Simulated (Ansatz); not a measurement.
`[SiH3][AlH][PH2]`, 9 atoms. Charge 0, multiplicity 1. All runs use 2 threads of an Arm Neoverse V1 on a shared host. Correlated methods freeze the cores. Open-shell runs search over several starts.

(1) Give the basis size and wall time and peak host memory of each of these runs in Ansatz. UKS B3LYP-D4/def2-TZVPP energy of the cation; RKS PBE0-D4/def2-TZVP relaxation (36 steps); RKS revPBE-D4/def2-TZVPP energy; RKS PBE0-D4/def2-TZVP frequencies; RKS ωB97M-V/def2-SVP energy; RHF-MP2/def2-QZVPP energy; UKS PBE0-D4/def2-TZVPP energy of the cation; RKS r2SCANh-D4/def2-TZVPP energy; RKS LC-ωPBE/def2-TZVPP energy; UKS r2SCAN-D4/def2-TZVPP energy of the cation; RKS ωB97M-V/def2-QZVPP energy; RHF-CCSD(T)/def2-SVP energy. (An estimate is asked.)

Answers

(1) The calculation gave: Other jobs shared the machine, so times are rough.

```json
{"level": "RHF-CCSD(T)/def2-SVP", "job": "energy", "functions": "84", "wall time": "1.6 s", "peak host memory (GiB)": "0.39"}
{"level": "RKS revPBE-D4/def2-TZVPP", "job": "energy", "functions": "210", "wall time": "2.4 s", "peak host memory (GiB)": "0.24"}
{"level": "RKS LC-ωPBE/def2-TZVPP", "job": "energy", "functions": "210", "wall time": "3.1 s", "peak host memory (GiB)": "0.39"}
{"level": "RKS r2SCANh-D4/def2-TZVPP", "job": "energy", "functions": "210", "wall time": "6 s", "peak host memory (GiB)": "0.45"}
{"level": "RKS ωB97M-V/def2-SVP", "job": "energy", "functions": "84", "wall time": "7 s", "peak host memory (GiB)": "0.39"}
{"level": "UKS PBE0-D4/def2-TZVPP", "job": "energy of the cation", "functions": "210", "wall time": "9.5 s", "peak host memory (GiB)": "0.63"}
{"level": "UKS B3LYP-D4/def2-TZVPP", "job": "energy of the cation", "functions": "210", "wall time": "9.5 s", "peak host memory (GiB)": "0.63"}
{"level": "UKS r2SCAN-D4/def2-TZVPP", "job": "energy of the cation", "functions": "210", "wall time": "14 s", "peak host memory (GiB)": "0.39"}
{"level": "RHF-MP2/def2-QZVPP", "job": "energy", "functions": "390", "wall time": "19 s", "peak host memory (GiB)": "1.6"}
{"level": "RKS ωB97M-V/def2-QZVPP", "job": "energy", "functions": "390", "wall time": "26 s", "peak host memory (GiB)": "1.3"}
{"level": "RKS PBE0-D4/def2-TZVP", "job": "relaxation (36 steps)", "functions": "147", "wall time": "110 s", "peak host memory (GiB)": "0.33"}
{"level": "RKS PBE0-D4/def2-TZVP", "job": "frequencies", "functions": "147", "wall time": "110 s", "peak host memory (GiB)": "0.39"}
```

B3LYP here is the variant with VWN-RPA as its local correlation; programs differ in this. LC-ωPBE has ω = 0.4 bohr⁻¹.
